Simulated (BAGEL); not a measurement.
# B3LYP/def2-TZVPPD (density fitting with qzvpp-jkfit) run of BH3 (borane)

What is the energy change on altering one bond length of BH3 (borane) at B3LYP/def2-TZVPPD (density fitting with qzvpp-jkfit)? 

Program for the calculation: BAGEL 1.2.2.

17 further runs of the same task are left out: 17 set aside as unsound or not needed.

**1. The structure to begin with**

The species is BH3 (4 atoms), meant as a singlet with charge 0. As SMILES, `B`. Geometry: relaxed at PBE0-D4/def2-TZVP.

Bond lengths: B1–H2 1.193 Å, B1–H3 1.193 Å, B1–H4 1.193 Å. Angles: H2–B1–H3 120.0°, H2–B1–H4 120.0°, H3–B1–H4 120.0°.

**2. A single-point energy at B3LYP/def2-TZVPPD (density fitting with qzvpp-jkfit)**

input.json reads:

```json
{ "bagel" : [

{
  "title" : "molecule",
  "basis" : "def2-tzvppd.json",
  "df_basis" : "qzvpp-jkfit",
  "angstrom" : true,
  "geometry" : [
    { "atom" : "B", "xyz" : [       0.013900,      -0.015100,      -0.005100 ] },
    { "atom" : "H", "xyz" : [       0.982200,       0.381700,       0.568800 ] },
    { "atom" : "H", "xyz" : [      -0.276200,      -1.171800,       0.043000 ] },
    { "atom" : "H", "xyz" : [      -0.664400,       0.744900,      -0.626900 ] }
  ]
},

{
  "title" : "ks",
  "xc_func" : "b3lyp"
},

{
  "title" : "print",
  "file" : "orbitals.molden",
  "orbitals" : true
}

]}
```

The basis set def2-TZVPPD is read from a file made from the Basis Set Exchange's data (not shown).

Run with:

```
$ BAGEL_NUM_THREADS=1 BAGEL input.json > input.out
```

The log of the run:

```text
* using 1 threads per process

  ===============================================================
  ===============================================================

  *** Geometry ***

  { "atom" : "B", "xyz" : [      0.026267,     -0.028535,     -0.009638 ] },
  { "atom" : "H", "xyz" : [      1.856089,      0.721308,      1.074876 ] },
  { "atom" : "H", "xyz" : [     -0.521942,     -2.214381,      0.081258 ] },
  { "atom" : "H", "xyz" : [     -1.255534,      1.407657,     -1.184669 ] },

  Number of auxiliary basis functions:      129

  Since a DF basis is specified, we compute 2- and 3-index integrals:
    o Being stored without compression. Storage requirement is 0.008 GB

  Number of basis functions:       88
  Number of electrons      :        8

    * METHOD: MOLECULE                             0.04

  *** Kohn-Sham DFT ***

    * Removing 4596 points whose weight is below 1.00e-10
    * Grid points: 55028

  === Nuclear Repulsion ===
     7.4188382348

       - DIIS with orbital gradients will be used.

  === KS iteration (b3lyp / def2-tzvppd.json) ===
      0        -20.78921608          0.10162129           0.14
      1        -24.70075164          0.08447582           0.13
      2        -25.79253873          0.06010308           0.13
      3        -26.61789861          0.00544492           0.14
      4        -26.62452238          0.00037154           0.14
      5        -26.62454764          0.00003473           0.13
      6        -26.62454786          0.00000367           0.14
      7        -26.62454786          0.00000022           0.14
      8        -26.62454786          0.00000005           0.13
      9        -26.62454786          0.00000001           0.15
    * SCF iteration converged.

    * Permanent dipole moment:
           (   -0.000024,     0.000012,     0.000062) a.u.

    * METHOD: KS                                   1.61

    * METHOD: PRINT                                0.01

  ===============================================================
```

Wall time 1.9 s (1 thread of Intel Xeon Platinum 8488C (Sapphire Rapids), shared host); peak memory 0.23 GiB.

**3. The distorted shape, same level**

input.json reads:

```json
{ "bagel": [

{
  "title": "molecule",
  "basis": "def2-tzvppd.json",
  "df_basis": "qzvpp-jkfit",
  "angstrom": true,
  "geometry": [
    { "atom": "B", "xyz": [       0.158940,       0.563211,      -0.029148 ] },
    { "atom": "H", "xyz": [       1.127240,       0.960011,       0.544752 ] },
    { "atom": "H", "xyz": [      -0.276200,      -1.171800,       0.043000 ] },
    { "atom": "H", "xyz": [      -0.519360,       1.323211,      -0.650948 ] }
  ]
},

{
  "title": "ks",
  "xc_func": "b3lyp"
},

{
  "title": "print",
  "file": "orbitals.molden",
  "orbitals": true
}

]}
```

The basis set def2-TZVPPD is read from a file made from the Basis Set Exchange's data (not shown).

Run with:

```
$ BAGEL_NUM_THREADS=1 BAGEL input.json > input.out
```

The log of the run:

```text
* using 1 threads per process

  ===============================================================
  ===============================================================

  *** Geometry ***

  { "atom" : "B", "xyz" : [      0.300353,      1.064315,     -0.055082 ] },
  { "atom" : "H", "xyz" : [      2.130175,      1.814158,      1.029432 ] },
  { "atom" : "H", "xyz" : [     -0.521942,     -2.214381,      0.081258 ] },
  { "atom" : "H", "xyz" : [     -0.981448,      2.500506,     -1.230113 ] },

  Number of auxiliary basis functions:      129

  Since a DF basis is specified, we compute 2- and 3-index integrals:
    o Being stored without compression. Storage requirement is 0.008 GB

  Number of basis functions:       88
  Number of electrons      :        8

    * METHOD: MOLECULE                             0.03

  *** Kohn-Sham DFT ***

    * Removing 4051 points whose weight is below 1.00e-10
    * Grid points: 55573

  === Nuclear Repulsion ===
     6.5748026544

       - DIIS with orbital gradients will be used.

  === KS iteration (b3lyp / def2-tzvppd.json) ===
      0        -20.67111452          0.09205064           0.13
      1        -24.50466897          0.07473252           0.14
      2        -25.17241011          0.06317990           0.13
      3        -26.53943119          0.00833557           0.14
      4        -26.55597880          0.00142003           0.15
      5        -26.55636913          0.00050345           0.14
      6        -26.55642546          0.00014053           0.14
      7        -26.55643010          0.00001649           0.15
      8        -26.55643017          0.00000243           0.14
      9        -26.55643018          0.00000024           0.14
     10        -26.55643018          0.00000002           0.14
     11        -26.55643018          0.00000000           0.14
    * SCF iteration converged.

    * Permanent dipole moment:
           (   -0.093210,    -0.371603,     0.015493) a.u.

    * METHOD: KS                                   1.93

    * METHOD: PRINT                                0.01

  ===============================================================
```

Run time: 2.2 s. Hardware: 1 thread of Intel Xeon Platinum 8488C (Sapphire Rapids), shared host; peak memory 0.23 GiB.

**4. Results**

At B3LYP/def2-TZVPPD (density fitting with qzvpp-jkfit):

| quantity | value |
| --- | --- |
| first shape: total energy | -26.62455 Eh |
| first shape: dipole moment | 0.00 D |
| first shape: HOMO energy | -9.74 eV |
| first shape: LUMO energy | -2.23 eV |
| first shape: HOMO–LUMO gap | 7.50 eV |
| distorted shape: total energy | -26.55643 Eh |
| distorted shape: dipole moment | 0.97 D |
| distorted shape: HOMO energy | -8.18 eV |
| distorted shape: LUMO energy | -2.56 eV |
| distorted shape: HOMO–LUMO gap | 5.62 eV |
| energy change with the B1–H3 bond stretched from 1.193 to 1.790 Å | 1.854 eV |

In words: With the B1–H3 bond stretched from 1.193 to 1.790 Å the energy rises by 1.85 eV (43 kcal/mol). The first shape isn't relaxed at this level, so the change isn't measured from a minimum.
